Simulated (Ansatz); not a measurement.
Geometry optimisation, UKS PBE0/def2-SVP (Ansatz 0.2.0).

input.yaml

```yaml
crystal:
  periodic: [false, false, false]
  atoms:
    - { symbol: O, position_ang: [-0.5383, 0.4773, -1.3182] }
    - { symbol: C, position_ang: [-0.117, -0.2198, -0.3528] }
    - { symbol: C, position_ang: [0.3227, -0.2413, 0.8474] }
    - { symbol: S, position_ang: [0.3267, -1.773, 0.0542] }
    - { symbol: H, position_ang: [-0.5899, 1.4368, -1.0412] }
    - { symbol: H, position_ang: [0.6379, 0.256, 1.7644] }
magnetization:
  spin_polarized: true
basis:
  gaussian: { orbitals: def2-SVP }
hamiltonian:
  xc: pbe0
relax:
  f_tol: 0.02
  max_steps: 50
output:
  orbitals: {}
```

Launched with:

```bash
$ ansatz run input.yaml --threads 2 --pin off --max-ram 3072MiB --backend cpu --events-out ev --progress --plain --runs-dir out
```

Q: Where does it end, and by what steps?

A: The forces met the threshold. After 6 steps the energy has fallen by 0.580 eV; H5 moved furthest, 0.11 Å.

| step | energy less start (eV) | largest force component (eV/Å) | accepted |
| --- | --- | --- | --- |
| 0 | 0.0000 | 6.165 | yes |
| 1 | -0.3825 | 3.409 | yes |
| 2 | -0.5628 | 0.488 | yes |
| 3 | -0.5556 | 0.683 | no |
| 4 | -0.5764 | 0.143 | yes |
| 5 | -0.5792 | 0.080 | yes |
| 6 | -0.5800 | 0.020 | yes |

```xyz
6
Properties=species:S:1:pos:R:3
O -0.564 0.492 -1.353
C -0.084 -0.154 -0.317
C 0.363 -0.182 0.893
S 0.307 -1.863 0.011
H -0.634 1.433 -1.138
H 0.655 0.210 1.858
```

Whether the end is a true minimum wasn't checked by a vibrational analysis.

Run time: 5.9 s on 2 threads of AMD EPYC 9B45 (Zen 5), with other jobs on the host, peak memory 0.19 GiB.
